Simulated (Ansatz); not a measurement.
All values below come from Ansatz (a quantum-chemistry and plane-wave program) with PBE0-D3(BJ)/def2-TZVPD. No frequencies were computed at this level.

Ansatz 0.2 input:
```yaml
crystal:
  periodic: [false, false, false]
  atoms:
    - { symbol: C, position_ang: [1.683022, 0.153819, 0.015236] }
    - { symbol: C, position_ang: [0.492076, 0.044966, 0.004455] }
    - { symbol: C, position_ang: [-0.947516, -0.086597, -0.008578] }
    - { symbol: H, position_ang: [2.727261, 0.249253, 0.024693] }
    - { symbol: H, position_ang: [-1.357123, 0.20854, 0.957202] }
    - { symbol: H, position_ang: [-1.372672, 0.551092, -0.783311] }
    - { symbol: H, position_ang: [-1.225046, -1.121075, -0.209696] }
basis:
  gaussian: { orbitals: def2-tzvpd }
hamiltonian:
  xc: pbe0
  dispersion: d3bj
relax:
  max_steps: 150
```

Output:

```
Functional definition: PBE0
726 factors; their error is unknown
mean field evaluation 1: about -3165.3935 eV, gradient 5.1e1 eV
mean field evaluation 2: about -3165.4315 eV, gradient 4.8e1 eV
mean field evaluation 4: about -3171.3580 eV, gradient 4.8e0 eV
mean field evaluation 8: about -3171.4082 eV, gradient 1.9e-2 eV
mean field evaluation 16: about -3171.4033 eV, gradient 4.2e-5 eV
mean field -3171.40334848 eV, -116.5469234023 hartree, gradient 4.2e-5 eV, S^2 0.000000; 0 other end points of the search recorded, 0 dependent functions left out
reference -3171.40337586 eV, -116.5469244086 hartree; 11, 11 occupied and 136, 136 virtual orbitals, 726 factors
relax step   1: F+E_penalty+E_count = -3171.47978586 eV  Δ(F+E_penalty+E_count) = +0.000e0 eV  max|allowed force component| = 6.422e-1 eV/Å  Δτ_max = 0.0000 Å  (31 SCF iters, accepted)
these checks for a lower state are left out or cut short: starts, cluster_reference, orbital_swaps, neighbouring_geometries, increment
726 factors; their error is unknown
mean field -3171.41245685 eV, -116.5472581288 hartree, gradient 1.3e-5 eV, S^2 0.000000; 0 other end points of the search recorded, 0 dependent functions left out
reference -3171.41248431 eV, -116.5472591379 hartree; 11, 11 occupied and 136, 136 virtual orbitals, 726 factors
relax step   2: F+E_penalty+E_count = -3171.48867890 eV  Δ(F+E_penalty+E_count) = -8.893e-3 eV  max|allowed force component| = 1.445e-1 eV/Å  Δτ_max = 0.0206 Å  (37 SCF iters, accepted)
these checks for a lower state are left out or cut short: starts, cluster_reference, orbital_swaps, neighbouring_geometries, increment
726 factors; their error is unknown
mean field evaluation 32: about -3171.4130 eV, gradient 1.3e-5 eV
mean field -3171.41298036 eV, -116.5472773672 hartree, gradient 1.3e-5 eV, S^2 0.000000; 0 other end points of the search recorded, 0 dependent functions left out
reference -3171.41300785 eV, -116.5472783775 hartree; 11, 11 occupied and 136, 136 virtual orbitals, 726 factors
relax step   3: F+E_penalty+E_count = -3171.48915547 eV  Δ(F+E_penalty+E_count) = -4.766e-4 eV  max|allowed force component| = 2.533e-2 eV/Å  Δτ_max = 0.0049 Å  (37 SCF iters, accepted)
these checks for a lower state are left out or cut short: starts, cluster_reference, orbital_swaps, neighbouring_geometries, increment
726 factors; their error is unknown
mean field -3171.41298727 eV, -116.5472776211 hartree, gradient 1.3e-5 eV, S^2 0.000000; 0 other end points of the search recorded, 0 dependent functions left out
reference -3171.41301476 eV, -116.5472786314 hartree; 11, 11 occupied and 136, 136 virtual orbitals, 726 factors
relax step   4: F+E_penalty+E_count = -3171.48916191 eV  Δ(F+E_penalty+E_count) = -6.436e-6 eV  max|allowed force component| = 9.312e-3 eV/Å  Δτ_max = 0.0003 Å  (37 SCF iters, accepted)
726 factors; their error is unknown
mean field evaluation 64: about -3171.4130 eV, gradient 4.0e-5 eV
mean field -3171.41298727 eV, -116.5472776211 hartree, gradient 1.3e-5 eV, S^2 0.000000; 1 other end points of the search recorded, 0 dependent functions left out
reference -3171.41301476 eV, -116.5472786314 hartree; 11, 11 occupied and 136, 136 virtual orbitals, 726 factors
Total energy: -3171.48918940 eV, -116.5500779979 hartree
Atom 0 at     1.693094     0.154739     0.015327 Å, force     0.000108    -0.000010    -0.000003 eV/Å
Atom 1 at     0.498060     0.045516     0.004510 Å, force    -0.006395    -0.000564    -0.000054 eV/Å
Atom 2 at    -0.945483    -0.086411    -0.008560 Å, force     0.009312     0.000845     0.000083 eV/Å
Atom 3 at     2.752710     0.251578     0.024923 Å, force    -0.001292    -0.000112    -0.000011 eV/Å
Atom 4 at    -1.371513     0.206166     0.953987 Å, force    -0.000578    -0.000054    -0.000009 eV/Å
Atom 5 at    -1.387012     0.547629    -0.780989 Å, force    -0.000578    -0.000056    -0.000002 eV/Å
Atom 6 at    -1.239854    -1.119218    -0.209198 Å, force    -0.000577    -0.000049    -0.000004 eV/Å
Dipole moment:    -0.173982    -0.015901    -0.001575 e Å
```

Cost: around 11 core-seconds (rough).
